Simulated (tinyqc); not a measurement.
Worked calculation: extended Hueckel theory, for H3O+. The parameters take no account of the charge, which enters only through the electron count. One step of it, computed by the program tinyqc.

Problem. Wolfsberg-Helmholz matrix. H_ij = K' S_ij (H_ii + H_jj)/2 for i != j (the diagonal keeps H_ii), with K' = 1.75.

overlap S, order 1O 2s, 1O 2px, 1O 2py, 1O 2pz, 2H 1s, 3H 1s, 4H 1s:
$$\begin{pmatrix}
1.000000 & 0.000000 & 0.000000 & 0.000000 & 0.448289 & 0.448163 & 0.448163 \\
0.000000 & 1.000000 & 0.000000 & 0.000000 & 0.383803 & -0.191827 & -0.191827 \\
0.000000 & 0.000000 & 1.000000 & 0.000000 & 0.000000 & 0.332342 & -0.332342 \\
0.000000 & 0.000000 & 0.000000 & 1.000000 & -0.038696 & -0.038681 & -0.038681 \\
0.448289 & 0.383803 & 0.000000 & -0.038696 & 1.000000 & 0.173249 & 0.173249 \\
0.448163 & -0.191827 & 0.332342 & -0.038681 & 0.173249 & 1.000000 & 0.173156 \\
0.448163 & -0.191827 & -0.332342 & -0.038681 & 0.173249 & 0.173156 & 1.000000
\end{pmatrix}$$

diagonal H_ii (eV): 1O 2s -32.300000, 1O 2px -14.800000, 1O 2py -14.800000, 1O 2pz -14.800000, 2H 1s -13.600000, 3H 1s -13.600000, 4H 1s -13.600000

K = 1.750000

Give: H.

Solution.

H (eV), order 1O 2s, 1O 2px, 1O 2py, 1O 2pz, 2H 1s, 3H 1s, 4H 1s:
$$\begin{pmatrix}
-32.300 & 0.000 & 0.000 & 0.000 & -18.004 & -17.999 & -17.999 \\
0.000 & -14.800 & 0.000 & 0.000 & -9.537 & 4.767 & 4.767 \\
0.000 & 0.000 & -14.800 & 0.000 & 0.000 & -8.259 & 8.259 \\
0.000 & 0.000 & 0.000 & -14.800 & 0.962 & 0.961 & 0.961 \\
-18.004 & -9.537 & 0.000 & 0.962 & -13.600 & -4.123 & -4.123 \\
-17.999 & 4.767 & -8.259 & 0.961 & -4.123 & -13.600 & -4.121 \\
-17.999 & 4.767 & 8.259 & 0.961 & -4.123 & -4.121 & -13.600
\end{pmatrix}$$
